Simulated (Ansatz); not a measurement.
**BNH (quartet): from Hartree-Fock to the top rungs at distance B1–H3 = 2.645 Å, cc-pVDZ**

Aim: climb from Hartree-Fock through coupled cluster and multireference methods for BNH (quartet) at one geometry and basis, and see what each rung misses.

Method: cc-pVDZ, core rule «outside noble gas», up to 2 orbitals frozen; program: Ansatz 0.2.0, Gaussian basis.

To be run: UHF; CCSD(T) on ROHF; CCSD(T) on UHF; BCCD(T) on ROHF; CISD; CCSDT(Q) on ROHF; CCSDT(Q) on UHF; CASSCF and MRCISD+Q, 5 electrons in 5 orbitals; CASSCF and NEVPT2, 5 electrons in 5 orbitals; CASSCF and MRCISD+Q, 9 electrons in 9 orbitals; CASSCF and NEVPT2, 9 electrons in 9 orbitals.

19 further runs of the same task are left out: 2 for a known fault of the program, 1 for a mislabelled method, 14 that didn't finish, 2 set aside as unsound or not needed.

## 1. The system

The geometry derives from a PBE0/def2-TZVP stationary point (not a proven minimum). One bond is set to the value named and the two fragments are kept rigid.

3 atoms, charge 0, spin multiplicity 4.

Atoms are counted from 1 here; the program's logs count them from 0.

Bond lengths: B1–N2 1.503 Å.

## 2. UHF

Input file in.yaml:

```yaml
crystal:
  periodic: [false, false, false]
  atoms:
    - {symbol: B, position_ang: [0.000000, -0.229810, 0.738801]}
    - {symbol: N, position_ang: [0.000000, 0.042843, -0.739188]}
    - {symbol: H, position_ang: [0.000000, 1.869539, 2.347764]}
basis:
  gaussian: {orbitals: cc-pVDZ}
magnetization: {spin_polarized: true, initial_magnetization: 3}
hamiltonian: {xc: hf}
output: {orbitals: {seedname: orbitals}}
```

Command:

```console
$ ansatz run in.yaml --threads 1 --pin off --events-out ev --progress --plain --max-ram 2393MiB
```

Further steps of the session: CCSD(T) on ROHF; CCSD(T) on UHF; BCCD(T) on ROHF; CISD; CCSDT(Q) on ROHF; CCSDT(Q) on UHF; CASSCF and MRCISD+Q, 5 electrons in 5 orbitals; CASSCF and NEVPT2, 5 electrons in 5 orbitals; CASSCF and MRCISD+Q, 9 electrons in 9 orbitals; CASSCF and NEVPT2, 9 electrons in 9 orbitals.

Q: Predict the results of all the runs planned. Wanted: RCCSDT(Q) below the RHF energy; RMP2 from RCCSDT(Q); UMP2 from RCCSDT(Q); RCCSD from RCCSDT(Q); RCCSD(T) from RCCSDT(Q); UCCSD(T) from RCCSDT(Q); UCCSDT(Q) from RCCSDT(Q); NEVPT2 pair from RCCSDT(Q); MRCISD+Q pair from RCCSDT(Q).

As calculated:

| quantity | value |
| --- | --- |
| RCCSDT(Q) below the RHF energy | -5.9515 eV |
| RMP2 from RCCSDT(Q) | +91.8 kJ/mol |
| UMP2 from RCCSDT(Q) | +97.2 kJ/mol |
| RCCSD from RCCSDT(Q) | +41.6 kJ/mol |
| RCCSD(T) from RCCSDT(Q) | +7.3 kJ/mol |
| UCCSD(T) from RCCSDT(Q) | +8.9 kJ/mol |
| UCCSDT(Q) from RCCSDT(Q) | -0.5 kJ/mol |
| NEVPT2 pair from RCCSDT(Q) | +135.7 kJ/mol |
| MRCISD+Q pair from RCCSDT(Q) | +42.5 kJ/mol |
| NEVPT2 valence from RCCSDT(Q) | +64.3 kJ/mol |
| levels within 1 kcal/mol (43 meV) | RCCSDT, UCCSDT, UCCSDT(Q), MRCISD+Q valence |
| T1 diagnostic | 0.053 |
| effectively unpaired electrons | 3.09 |

RCCSD(T) lands +7.3 kJ/mol from the yardstick (1.3 % of the correlation energy). The occupations are near whole numbers, but T1 = 0.053 shows that the orbitals relax strongly. Of the multireference levels listed MRCISD+Q valence comes nearest in total energy (+2.4 kJ/mol), which doesn't show that its space is the better one. Coupled cluster took another determinant than the lowest Hartree-Fock one. These misses are within one basis, not against nature; the frozen cores of restricted and unrestricted runs differ, which can shift their rows.
